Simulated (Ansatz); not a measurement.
`[SiH]` radical. Total charge 0; spin multiplicity 2. All single points use the PBE0-D4/def2-TZVP geometry.

```xyz
2

Si    0.714   -0.056   -0.271
H    -0.714    0.056    0.271
```

What is the dipole moment at ωB97M-V/def2-TZVPP? (An estimate is asked.)

The calculation gave: 0.01 D, zero by symmetry or nearly so.

Give the Mulliken charges with ωB97M-V, r2SCAN, B3LYP in def2-TZVPP. (Estimate.)

Ansatz gave: 
```csv
atom,ωB97M-V,r2SCAN,B3LYP
Si1,0.04,0.08,0.07
H2,-0.04,-0.08,-0.07
```

B3LYP here is the variant with VWN-RPA as its local correlation; programs differ in this.
